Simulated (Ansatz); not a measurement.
Input for Ansatz (development build ahead of 0.2.0):

```yaml
crystal:
  periodic: [false, false, false]
  atoms:
    - { symbol: C, position_ang: [0.17764, -0.11783, 0.55007] }
    - { symbol: F, position_ang: [-0.47997, -0.88613, -0.21878] }
    - { symbol: F, position_ang: [0.3911, 0.93219, -0.13258] }
basis:
  gaussian: { orbitals: def2-SVP }
magnetization:
  spin_polarized: true
  initial_magnetization: 2
hamiltonian:
  xc: hf
output:
  forces: true
```

The input is written out in the form of the current development build from the run's settings.

The run gave:

```
Converged                       : yes
Total energy                    : -236.40774 hartree
Spin squared of the determinant : 2.006
Stability test                  : minimum
```

Forces (eV/Å):
```json
{"atom": "C1", "Fx": "-0.168", "Fy": "0.112", "Fz": "-0.555"}
{"atom": "F2", "Fx": "-1.345", "Fy": "-3.037", "Fz": "0.134"}
{"atom": "F3", "Fx": "1.513", "Fy": "2.925", "Fz": "0.420"}
```

Caution: another spin multiplicity may lie lower.
